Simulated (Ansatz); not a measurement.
# AlO+ (quintet): from Hartree-Fock to the top rungs, 6-31G

One table from this session's results is given with a row withheld; the runs are named, their logs left out.

The runs use Ansatz 0.2.0, Gaussian basis; 6-31G, core rule «outside noble gas», up to 6 orbitals frozen.

Plan: UHF; CCSD(T) on ROHF; CCSD(T) on UHF; BCCD(T) on ROHF; CISD; CCSDT(Q) on ROHF; CCSDT(Q) on UHF; CISDTQ; CCSDTQ on ROHF; CCSDTQ on UHF; Full CI.

20 further runs of the same task are left out: 4 for a known fault of the program, 5 that didn't finish, 11 set aside as unsound or not needed.

## The geometry

The geometry is a PBE0/def2-TZVP stationary point (not a proven minimum) of the parent state, kept for this charge and spin.

2 atoms, charge 1, spin multiplicity 5.

Atoms are counted from 1 here; the program's logs count them from 0.

Bond lengths: Al1–O2 1.733 Å.

As a file:

```
Al    0.00000    0.00000    0.00000
O     0.00000    0.00000    1.73290
```

The first run:

File in.yaml:

```yaml
crystal:
  periodic: [false, false, false]
  atoms:
    - {symbol: Al, position_ang: [0.000000, 0.000000, 0.000000]}
    - {symbol: O, position_ang: [0.000000, 0.000000, 1.732900]}
basis:
  gaussian: {orbitals: 6-31G}
total_charge: 1
magnetization: {spin_polarized: true, initial_magnetization: 4}
hamiltonian: {xc: hf}
output: {orbitals: {seedname: orbitals}}
```

Command:

```sh
> ansatz run in.yaml --threads 1 --pin off --events-out ev --progress --plain --max-ram 2393MiB
```

Steps of the session up to this table: UHF; CCSD(T) on ROHF; CCSD(T) on UHF; BCCD(T) on ROHF; CISD; CCSDT(Q) on ROHF; CCSDT(Q) on UHF; CISDTQ; CCSDTQ on ROHF; CCSDTQ on UHF; Full CI.

One table of the session follows, with a row left open; its other results are not shown here.

```
   method  from FCI (kJ/mol)
     ROHF             +172.5
      UHF                  ?
     RMP2              +29.6
     UMP2              +27.4
     CISD               +4.3
    RCCSD               +2.3
    UCCSD               +2.0
 RCCSD(T)               +0.4
 UCCSD(T)               +0.3
  BCCD(T)               +0.5
   RCCSDT                0.0
   UCCSDT               -0.2
   CISDTQ               +0.1
RCCSDT(Q)                0.0
UCCSDT(Q)               -0.2
  RCCSDTQ                0.0
  UCCSDTQ               -0.2
      FCI                  0
```

Q: Estimate the row for UHF from the others.

**Answer.** from FCI (kJ/mol): +164.2. In the column «from FCI (kJ/mol)» it lies between RMP2 (+29.6) and ROHF (+172.5).

Among the levels timed on like hardware and quicker than the yardstick, those that no quicker one beats, quickest first: CISD (2.6 s, +4.3 kJ/mol); BCCD(T) (4.4 s, +0.5 kJ/mol); RCCSD(T) (4.4 s, +0.4 kJ/mol); UCCSD(T) (4.6 s, +0.3 kJ/mol); UCCSDT(Q) (9.1 s, -0.2 kJ/mol); RCCSDT(Q) (9.6 s, 0.0 kJ/mol).

Limits of these values: The yardstick is full CI for this spin, exact in this basis with these frozen cores. UCCSDT(Q), UCCSDTQ fall below full CI: unrestricted runs freeze a spin-polarised core, another one than full CI's, and coupled cluster isn't variational. Levels on UHF freeze UHF's core orbitals, full CI those of ROHF, so the U rows can settle a little off it for that reason alone. Restricted and unrestricted rows rest on different reference determinants; where their highest levels disagree by more than a few hundredths of an eV, they describe different states and don't form one ladder.
